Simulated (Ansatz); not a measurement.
# NHO (triplet): RPA-PBE over vertical spin and charge gaps, cc-pVDZ

How well do these functionals follow the top wave-function level for NHO (triplet) over vertical spin and charge gaps?

Computed with Ansatz 0.2.0, Gaussian basis. Level: cc-pVDZ, all electrons in the functionals, frozen cores in the correlation of double hybrids and RPA.

To be run: RPA-PBE, at charge 0, triplet; charge 0, singlet; charge 0, quintet; charge 1, doublet; charge 1, quartet.

4 further runs of the same task are left out: 4 set aside as unsound or not needed.

### Step 1. The geometry

The geometry is a PBE0/def2-TZVP stationary point (not a proven minimum).

3 atoms, charge 0, spin multiplicity 3.

Atoms are counted from 1 here; the program's logs count them from 0.

Bond lengths: N1–O2 1.213 Å, N1–H3 1.028 Å. Angles: O2–N1–H3 120.0°.

Geometry (Å):

| atom | x (Å) | y (Å) | z (Å) |
| --- | --- | --- | --- |
| N1 | 0.0000 | -0.1231 | 0.5972 |
| O2 | 0.0000 | 0.0652 | -0.6011 |
| H3 | 0.0000 | 0.6766 | 1.2433 |

No dispersion term is added.

The geometry shown and the zero of energy belong to the point charge 0, triplet. The yardstick, UCCSDTQ, and other wave-function levels (R restricted, U unrestricted, valence and pair active spaces) come from earlier runs.

### Step 2. RPA-PBE, charge 0, triplet

in.yaml reads:

```yaml
crystal:
  periodic: [false, false, false]
  atoms:
    - {symbol: N, position_ang: [0.000000, -0.123149, 0.597204]}
    - {symbol: O, position_ang: [0.000000, 0.065186, -0.601149]}
    - {symbol: H, position_ang: [0.000000, 0.676603, 1.243294]}
basis:
  gaussian: {orbitals: cc-pVDZ}
magnetization: {spin_polarized: true, initial_magnetization: 2}
hamiltonian: {xc: {name: PBE}}
correlation: {method: rpa, electrons: outside_noble_gas}
```

On the command line:

```bash
ansatz run in.yaml --threads 1 --pin off --events-out ev --progress --plain --max-ram 4096MiB --backend cpu
```

After this run come: RPA-PBE, charge 0, singlet; RPA-PBE, charge 0, quintet; RPA-PBE, charge 1, doublet; RPA-PBE, charge 1, quartet.

Before running them: what should the planned runs give, taken together? Wanted: triplet to singlet, UCCSDTQ; triplet to quintet, UCCSDTQ; ionisation to the doublet cation, UCCSDTQ; ionisation to the quartet cation, UCCSDTQ; largest miss, RPA-PBE.

As calculated:

```
                                 quantity                                             value
              triplet to singlet, UCCSDTQ                                    -13.7 kcal/mol
              triplet to quintet, UCCSDTQ                                    253.9 kcal/mol
ionisation to the doublet cation, UCCSDTQ                                    210.1 kcal/mol
ionisation to the quartet cation, UCCSDTQ                                    325.6 kcal/mol
                    largest miss, RPA-PBE  +5.5 kcal/mol (ionisation to the quartet cation)
```

What this shows: RPA-PBE strays by up to 5.5 kcal/mol, at ionisation to the quartet cation. RPA-PBE clearly breaks the spin symmetry at some points (⟨S²⟩ up to 0.43 above the pure value), so energy there is bought with a mixed spin. Functionals and the yardstick converge differently with the basis, so part of each miss in cc-pVDZ is the basis.
